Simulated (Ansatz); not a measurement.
Scan of [Cl···H···H], doublet

Starting geometry:

```yaml
atoms:
  - { symbol: Cl, position_ang: [0.0000, 0.0000, -1.1976] }
  - { symbol: H, position_ang: [0.0000, 0.0000, 0.0812] }
  - { symbol: H, position_ang: [0.0000, 0.0000, 1.1164] }
```

From there H2 is moved from one fragment to the other while all else, the fragments' distance too, stays fixed; atoms are numbered as listed. Energies are in kcal/mol, counted from the starting geometry at the same level.

Basis cc-pVTZ; Ansatz 0.2.0. Correlated methods freeze the noble-gas cores. Prefix R: restricted or restricted open-shell reference; prefix U: unrestricted. Active spaces: valence = (9e, 6o) chosen from the atoms' valence shells.

Runs in a small pair space aren't shown, since their orbitals change along the scan.

Full CI isn't at hand for all of this; UCCSDT(Q) serves as the reference, and is uncertain by about the last step of the cluster series. The frozen core follows each run's orbitals, which can shift R against U totals by a few meV.

| distance Cl1-H2 (Å) | UCCSDT(Q) | error RMP2 | error UMP2 | error RCCSD | error CASSCF (valence space) | error NEVPT2 (valence space) | error MRCISD+Q (valence space) |
| --- | --- | --- | --- | --- | --- | --- | --- |
| 1.279 | 0.0 | 0.0 | 0.0 | 0.0 | 0.0 | 0.0 | 0.0 |
| 1.320 | -1.0 | 0.4 | 0.6 | 0.1 | 0.4 | 0.3 | 0.0 |
| 1.403 | -2.1 | 0.6 | 1.8 | 0.2 | 1.0 | 1.0 | 0.0 |
| 1.486 | -2.8 | 1.1 | 2.8 | -0.1 | 1.0 | 1.7 | -0.1 |
| 1.569 | -2.5 | 2.4 | 3.2 | -0.5 | 0.6 | 2.6 | -0.1 |

Errors are those of relative energies. In total energy the starting point itself misses UCCSDT(Q) by: RMP2 19.7, UMP2 19.8, RCCSD 5.9, CASSCF (valence space) 142.4, NEVPT2 (valence space) 31.6, MRCISD+Q (valence space) 1.9 kcal/mol.

Spread of the error over the points with a reference, to 1.569 Å (largest less smallest): MRCISD+Q (valence space) 0.1, RCCSD 0.6, CASSCF (valence space) 1.0, RMP2 2.4, NEVPT2 (valence space) 2.6, UMP2 3.2 kcal/mol.
